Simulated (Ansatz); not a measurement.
Species: singlet methylene, CH2 (charge 0, singlet). SMILES: [CH2]
Structure (B3LYP-D3(BJ)/def2-TZVP (Ansatz, a first-principles code) minimum search):
```xyz
3

C      0.0073     0.0003     0.1749
H     -0.0104     0.8611    -0.5267
H     -0.0333    -0.8629    -0.5227
```
Charge 0, spin multiplicity 1.

Atomisation energy built up term by term with Ansatz (kcal/mol; UHF references for open shells; valence terms freeze the core; atomic spin-orbit terms are left out). CBS marks a two-point X^-3 extrapolation of the correlation energy; Hartree-Fock from the larger set (for Q and 5 zeta extrapolated as (X+1)exp(-9√X)).

The Hartree-Fock reference is unstable (checked in the largest basis), which strains HF and MP2. 

```json
[
 {"term": "Hartree-Fock", "basis": "CBS(cc-pVQZ,cc-pV5Z)", "kcal/mol": "(withheld)"},
 {"term": "CCSD correlation", "basis": "CBS(cc-pVQZ,cc-pV5Z)", "kcal/mol": "(withheld)"},
 {"term": "(T)", "basis": "CBS(cc-pVQZ,cc-pV5Z)", "kcal/mol": "1.98"},
 {"term": "CCSDT - CCSD(T)", "basis": "cc-pVDZ", "kcal/mol": "0.26"},
 {"term": "(Q)", "basis": "cc-pVDZ", "kcal/mol": "0.08"},
 {"term": "core correlation", "basis": "cc-pwCVTZ", "kcal/mol": "0.41"},
 {"term": "scalar relativity (X2C)", "basis": "cc-pVTZ-DK against cc-pVTZ", "kcal/mol": "-0.09"},
 {"term": "sum: De", "basis": "", "kcal/mol": "(withheld)"}
]
```

Some entries are withheld; supply them.


- Hartree-Fock, kcal/mol: 126.83
- CCSD correlation, kcal/mol: 51.89
- sum: De, kcal/mol: 181.4
